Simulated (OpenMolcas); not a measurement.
# One shape, several levels: [CF2]+ (SMILES F[C+]F)

We compute a comparison of 6 runs (U-r2SCAN/cc-pVTZ, U-revPBE/cc-pVTZ, UM06-2X/cc-pVTZ, UM06-L/cc-pVTZ, UPBE/cc-pVTZ, UTPSS/cc-pVTZ) of [CF2]+. 

Program for the calculation: OpenMolcas 26.06.

## Step 1: The system as given

[CF2]+ has 3 atoms, charge +1, and is taken as a doublet. SMILES: `F[C+]F`. The C2–F3 distance was set to 2.185 Å, away from the relaxed value. At this shape a bond of the SMILES string is far longer than usual.

Bond lengths: F1–C2 1.214 Å. A long bond or contact: C2–F3 2.185 Å.

## Step 2: The energy at U-r2SCAN/cc-pVTZ (run 1)

File calc.inp:

```
* CF2 Kohn-Sham DFT
>>> EXPORT MOLCAS_PRINT=2
&GATEWAY
BasLib=$CurrDir
Coord
3
bohr
F      2.12321691     2.64031967     1.46036523
C      1.92781922     0.38334417     1.10335817
F     -1.23744936    -1.42035595    -0.83803684
Basis=cc-pVTZ
Group=NoSym
&SEWARD
GridInput
Grid=UltraFine
End of Grid
&SCF
UHF
Charge=1
Spin=2
KSDFT=2
1.0 MGGA_X_R2SCAN
1.0 MGGA_C_R2SCAN
Thresholds=1e-10 1e-07 1e-07 1e-05
PrOrbitals=1
```

The basis set cc-pVTZ is read from a file made from the Basis Set Exchange's data (not shown).

On the command line:

```sh
$ export MOLCAS_MEM=1860
$ pymolcas calc.inp > calc.log
```

Standard output:

```text
--- Start Module: gateway ---
[...]
--- Stop Module: gateway /rc=_RC_ALL_IS_WELL_ ---
--- Start Module: seward ---
[...]
      Basis functions           90
--- Stop Module: seward /rc=_RC_ALL_IS_WELL_ ---
[...]
--- Start Module: scf ---
[...]
       Convergence after  29 Iterations
[...]
::    Total KS-DFT energy                            -237.1524257350
[...]
      Total spin, S                                     0.5025324052
[...]
      Total electronic charge=   23.000000
      Total            charge=    1.000000
[...]
      Dipole Moment (debye):
      Origin of the operator (angstrom)=    0.4230    0.2940    0.2653
                   X=  1.9671E+00               Y=  1.1443E+00               Z=  1.2091E+00           Total=  2.5769E+00
      Center of Charge (angstrom)
[...]
--- Stop Module: scf /rc=_RC_ALL_IS_WELL_ ---
[...]
```

Wall time 77 s (1 thread of Intel Xeon Platinum 8259CL at 2.50GHz (Skylake/Cascade Lake), shared host); peak memory 0.49 GiB.

## Step 3: The energy at U-revPBE/cc-pVTZ (run 2)

File calc.inp:

```
&gateway
baslib = $CurrDir
coord
3
angstrom
F        1.123558       1.397197       0.772792
C        1.020158       0.202857       0.583872
F       -0.654830      -0.751620      -0.443470
basis = cc-pVTZ
group = NoSym
&seward
gridinput
Grid=UltraFine
End of Grid
&scf
uhf
charge = 1
spin = 2
ksdft = revPBE
thresholds = 1e-10 1e-07 1e-07 1e-05
prorbitals = 1
```

The basis set cc-pVTZ is read from a file made from the Basis Set Exchange's data (not shown).

On the command line:

```sh
$ export MOLCAS_MEM=1860
$ pymolcas calc.inp > calc.log
```

Standard output:

```text
--- Start Module: gateway ---
[...]
--- Stop Module: gateway /rc=_RC_ALL_IS_WELL_ ---
--- Start Module: seward ---
[...]
      Basis functions           90
--- Stop Module: seward /rc=_RC_ALL_IS_WELL_ ---
[...]
--- Start Module: scf ---
[...]
       Convergence after  27 Iterations
[...]
::    Total KS-DFT energy                            -237.1914285146
[...]
      Total spin, S                                     0.5021635944
[...]
      Total electronic charge=   23.000000
      Total            charge=    1.000000
[...]
      Dipole Moment (debye):
      Origin of the operator (angstrom)=    0.4230    0.2940    0.2653
                   X=  1.9399E+00               Y=  1.1754E+00               Z=  1.1975E+00           Total=  2.5649E+00
      Center of Charge (angstrom)
[...]
--- Stop Module: scf /rc=_RC_ALL_IS_WELL_ ---
[...]
```

Run time: 49 s. Hardware: 1 thread of Intel Xeon Platinum 8259CL at 2.50GHz (Skylake/Cascade Lake), shared host; peak memory 0.49 GiB.

Runs 3 to 5 aren't shown in full; the table further down has their settings and results.

## Step 4: The energy at UTPSS/cc-pVTZ (run 6)

File run.input:

```
* CF2 Kohn-Sham DFT

&GATEWAY
  BASLIB=$CurrDir
  COORD
  3
  angstrom
  F        1.123558       1.397197       0.772792
  C        1.020158       0.202857       0.583872
  F       -0.654830      -0.751620      -0.443470
  BASIS=cc-pVTZ
  GROUP=NoSym

&SEWARD
  GRIDINPUT
  Grid=UltraFine
  End of Grid

&SCF
  UHF
  CHARGE=1
  SPIN=2
  KSDFT=2
  1.0 MGGA_X_TPSS
  1.0 MGGA_C_TPSS
  THRESHOLDS=1e-10 1e-07 1e-07 1e-05
  PRORBITALS=1 1
```

The basis set cc-pVTZ is read from a file made from the Basis Set Exchange's data (not shown).

On the command line:

```sh
$ export MOLCAS_MEM=1860
$ pymolcas run.input > run.log
```

Standard output:

```text
--- Start Module: gateway ---
[...]
--- Stop Module: gateway /rc=_RC_ALL_IS_WELL_ ---
--- Start Module: seward ---
[...]
      Basis functions           90
--- Stop Module: seward /rc=_RC_ALL_IS_WELL_ ---
[...]
--- Start Module: scf ---
[...]
       Convergence after  28 Iterations
[...]
::    Total KS-DFT energy                            -237.2833157301
[...]
      Total spin, S                                     0.5019379465
[...]
      Total electronic charge=   23.000000
      Total            charge=    1.000000
[...]
      Dipole Moment (debye):
      Origin of the operator (angstrom)=    0.4230    0.2940    0.2653
                   X=  1.9319E+00               Y=  1.1448E+00               Z=  1.1898E+00           Total=  2.5413E+00
      Center of Charge (angstrom)
[...]
--- Stop Module: scf /rc=_RC_ALL_IS_WELL_ ---
[...]
```

Wall time 78 s (1 thread of Intel Xeon Platinum 8259CL at 2.50GHz (Skylake/Cascade Lake), shared host); peak memory 0.49 GiB.

## Step 5: The series

```csv
run,level,energy (Eh),HOMO energy (eV),LUMO energy (eV),⟨S²⟩,wall time
1,U-r2SCAN/cc-pVTZ,-237.152426,-17.47,-14.88,0.755,77 s
2,U-revPBE/cc-pVTZ,-237.191429,-16.89,-15.70,0.754,49 s
3,UM06-2X/cc-pVTZ,-237.175266,-20.86,-11.47,0.753,1.7 min
4,UM06-L/cc-pVTZ,-237.220225,-17.29,-14.62,0.757,67 s
5,UPBE/cc-pVTZ,-237.024314,-16.95,-15.91,0.754,44 s
6,UTPSS/cc-pVTZ,-237.283316,-17.20,-15.46,0.754,78 s
```

## Step 6: What came out

| quantity | value |
| --- | --- |
| run 6: total energy | -237.28332 Eh |
| run 6: HOMO energy (highest over α and β) | -17.20 eV |
| run 6: LUMO energy (lowest over α and β) | -15.46 eV |
| run 6: ⟨S²⟩ | 0.754 |

**Reading.** Totals of different functionals can't be ranked against each other. All runs together took 6.9 min, the longest 1.7 min.
